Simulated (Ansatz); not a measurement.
CH$_{4}$OSi (SMILES C[SiH]=O), singlet: a relaxation.

Input (in.yaml):

```yaml
crystal:
  periodic: [false, false, false]
  atoms:
    - {symbol: C, position_ang: [-0.713601, 0.456241, -0.120539]}
    - {symbol: Si, position_ang: [0.932300, -0.636877, 0.131987]}
    - {symbol: O, position_ang: [1.334231, -1.751844, -0.539483]}
    - {symbol: H, position_ang: [-0.437615, 0.902967, -1.217876]}
    - {symbol: H, position_ang: [-1.493727, -0.216726, -0.207836]}
    - {symbol: H, position_ang: [-0.869290, 1.154394, 0.363830]}
    - {symbol: H, position_ang: [1.565434, 0.022617, 1.418805]}
basis:
  gaussian: {orbitals: def2-SVP}
hamiltonian: {xc: pbe, dispersion: d4}
relax: {f_tol: 0.002, max_steps: 5, max_displacement: 0.5}
```

Launched with

```bash
ansatz run in.yaml --threads 2 --pin off --events-out ev --progress --plain --max-ram 3481MiB
```

Output of Ansatz 0.2.0:

```
Functional definition: PBE
  name "PBE"
  cite "Perdew, Burke & Ernzerhof, Phys. Rev. Lett. 77, 3865 (1996) doi:10.1103/PhysRevLett.77.3865"
  parent pbe
  parameter kappa = 0.804
  parameter beta = 0.06672455060314922
  exchange = pbe_x(kappa = kappa, mu = beta*pi^2/3)
  correlation = pbe_c(beta = beta)
729 factors; their error is unknown
mean field evaluation 1: about -10994.6524 eV, gradient 8.7e1 eV
mean field evaluation 2: about -10908.5879 eV, gradient 1.9e2 eV
mean field evaluation 4: about -11009.8485 eV, gradient 1.9e1 eV
mean field evaluation 8: about -11010.7009 eV, gradient 7.5e-2 eV
mean field evaluation 16: about -11010.6546 eV, gradient 5.1e-5 eV
mean field -11010.65462807 eV, -404.6340942919 hartree, gradient 5.1e-5 eV, S^2 0.000000; 0 other end points of the search recorded, 0 dependent functions left out
the calculation of the forces begins
reference -11010.65465741 eV, -404.6340953701 hartree; 16, 16 occupied and 50, 50 virtual orbitals, 729 factors
relax step   1: F+E_penalty+E_count = -11010.76262315 eV  Δ(F+E_penalty+E_count) = +0.000e0 eV  max|allowed force component| = 1.505e1 eV/Å  Δτ_max = 0.0000 Å  (25 SCF iters, accepted)
these checks for a lower state are left out or cut short: starts, cluster_reference, orbital_swaps, neighbouring_geometries, increment
729 factors; their error is unknown
mean field -11013.68970911 eV, -404.7456314626 hartree, gradient 1.7e-5 eV, S^2 0.000000; 0 other end points of the search recorded, 0 dependent functions left out
the calculation of the forces begins
reference -11013.68973915 eV, -404.7456325668 hartree; 16, 16 occupied and 50, 50 virtual orbitals, 729 factors
relax step   2: F+E_penalty+E_count = -11013.79659935 eV  Δ(F+E_penalty+E_count) = -3.034e0 eV  max|allowed force component| = 5.574e0 eV/Å  Δτ_max = 0.1600 Å  (33 SCF iters, accepted)
these checks for a lower state are left out or cut short: starts, cluster_reference, orbital_swaps, neighbouring_geometries, increment
729 factors; their error is unknown
mean field evaluation 32: about -11014.0431 eV, gradient 2.2e-5 eV
mean field -11014.04305052 eV, -404.7586165203 hartree, gradient 2.2e-5 eV, S^2 0.000000; 0 other end points of the search recorded, 0 dependent functions left out
the calculation of the forces begins
reference -11014.04308031 eV, -404.7586176150 hartree; 16, 16 occupied and 50, 50 virtual orbitals, 729 factors
relax step   3: F+E_penalty+E_count = -11014.14949390 eV  Δ(F+E_penalty+E_count) = -3.529e-1 eV  max|allowed force component| = 9.270e-1 eV/Å  Δτ_max = 0.1773 Å  (32 SCF iters, accepted)
these checks for a lower state are left out or cut short: starts, cluster_reference, orbital_swaps, neighbouring_geometries, increment
729 factors; their error is unknown
mean field -11014.06979281 eV, -404.7595992811 hartree, gradient 9.2e-6 eV, S^2 0.000000; 0 other end points of the search recorded, 0 dependent functions left out
the calculation of the forces begins
reference -11014.06982233 eV, -404.7596003660 hartree; 16, 16 occupied and 50, 50 virtual orbitals, 729 factors
relax step   4: F+E_penalty+E_count = -11014.17648868 eV  Δ(F+E_penalty+E_count) = -2.699e-2 eV  max|allowed force component| = 8.305e-1 eV/Å  Δτ_max = 0.0361 Å  (28 SCF iters, accepted)
these checks for a lower state are left out or cut short: starts, cluster_reference, orbital_swaps, neighbouring_geometries, increment
729 factors; their error is unknown
mean field -11014.09504349 eV, -404.7605272264 hartree, gradient 1.6e-5 eV, S^2 0.000000; 0 other end points of the search recorded, 0 dependent functions left out
the calculation of the forces begins
reference -11014.09507320 eV, -404.7605283184 hartree; 16, 16 occupied and 50, 50 virtual orbitals, 729 factors
relax step   5: F+E_penalty+E_count = -11014.20152578 eV  Δ(F+E_penalty+E_count) = -2.504e-2 eV  max|allowed force component| = 1.941e-1 eV/Å  Δτ_max = 0.0724 Å  (27 SCF iters, accepted)
Error: geometry relaxation did not converge after 5 steps: max|allowed force component| = 1.94e-1 eV/Å (threshold 2.0e-3). Raise `relax.max_steps` over both its present limit and 5, loosen `relax.f_tol`, or start from a geometry closer to equilibrium. Where this run's directory can be resumed (`checkpoint.write`), a resume goes on for up to `relax.max_steps` more
```

The run took about 3.1 s on 2 CPU threads of an Arm Neoverse V2 (shared host).


The run did not converge within its limit.